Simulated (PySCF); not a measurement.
**How the method moves the proton affinities of chlorine molecule**

Structure: `ClCl` (Cl2). Numbering: `[Cl:1][Cl:2]`

All levels share the PBE0-D3(BJ)/def2-SVP structures and the PBE0-D3(BJ)/def2-SVP thermal terms; only the single-point energies (PySCF) change. Values are proton affinities (298 K, kJ/mol).

```csv
level,Cl1,time
PBE0-D3(BJ)/6-31G,465,1.1 s
PBE0-D3(BJ)/6-31+G*,514,1.4 s
PBE0-D3(BJ)/def2-SV(P),515,1.2 s
PBE0-D3(BJ)/6-31G*,515,1.3 s
PBE0-D3(BJ)/ma-def2-SVP,525,1.3 s
PBE0-D3(BJ)/pcseg-1,526,1.2 s
LDA/def2-TZVP,531,3.2 s
PBE0-D3(BJ)/6-311+G**,534,1.7 s
PBE0-D3(BJ)/def2-SVPD,535,1.6 s
PBE0-D3(BJ)/cc-pVDZ,535,1.3 s
PBE0-D3(BJ)/aug-pcseg-1,538,1.7 s
M06-2X/def2-TZVP (grid 3),538,4.7 s
PBE0-D3(BJ)/def2-SVP,539,1.2 s
PBE0-D3(BJ)/aug-cc-pVDZ,540,1.7 s
HF/def2-TZVP,544,0.88 s
CAM-B3LYP-D3(BJ)/def2-TZVP,544,2.5 s
BHandHLYP/def2-TZVP,545,2 s
ωB97M-D3(BJ)/def2-TZVP (grid 3),547,4.5 s
PBE0-D3(BJ)/pcseg-2,548,2.1 s
"PBE0-D3(BJ)/6-311++G(2d,2p)",549,2 s
PBE0-D3(BJ)/ma-def2-TZVP,550,2.4 s
LC-ωPBE/def2-TZVP,551,4 s
PBE0-D3(BJ)/cc-pVTZ,551,2.1 s
HSE06/def2-TZVP,551,4.6 s
r2SCAN-D3(BJ)/def2-TZVP (grid 3),551,6.8 s
PBE0-D3(BJ)/aug-cc-pVTZ,552,3.5 s
M06/def2-TZVP (grid 3),552,5 s
PBE0-D3(BJ)/def2-TZVPD,552,2.8 s
PBE0-D3(BJ)/def2-TZVP,553,–
PBE0-D3(BJ)/jun-cc-pV(T+d)Z,553,3 s
PBE0-D3(BJ)/aug-cc-pVQZ,554,7.9 s
B3LYP-D3(BJ)/def2-TZVP,555,2.3 s
PBE0-D3(BJ)/def2-TZVPP,555,2.6 s
PBE0-D3(BJ)/def2-QZVPPD,555,6.8 s
PBE0-D3(BJ)/def2-QZVP,556,5.4 s
ωB97X-D3(BJ)/def2-TZVP,556,2.5 s
M06-L/def2-TZVP (grid 3),558,7.2 s
PBE-D3(BJ)/def2-TZVP,558,3.8 s
TPSSh-D3(BJ)/def2-TZVP (grid 3),559,5.2 s
BP86-D3(BJ)/def2-TZVP,560,3.6 s
B97-2/def2-TZVP,560,2.2 s
BLYP-D3(BJ)/def2-TZVP,561,3.9 s
TPSS-D3(BJ)/def2-TZVP (grid 3),562,6.5 s
OPBE/def2-TZVP,572,4.2 s
```

Times are wall times for all single points of a level on 1 thread of Arm Neoverse N1, a shared host; the dash marks the run that also made the structures. BLYP, BP86, HSE06, LC-ωPBE, LDA, M06-L, OPBE, PBE, TPSS, r2SCAN ran on a slower path of this set-up, which computes the density-fitting integrals anew in every SCF cycle while the other levels store them. So the times needn't show the usual order of cost, and those levels read slower than they are.

Hartree-Fock leaves out electron correlation, so its proton affinities can be off by tens of kJ/mol.

The spread: 108 kJ/mol, from 465 to 572.

Differences come from unrounded values, so a last digit can differ from that of the printed terms.
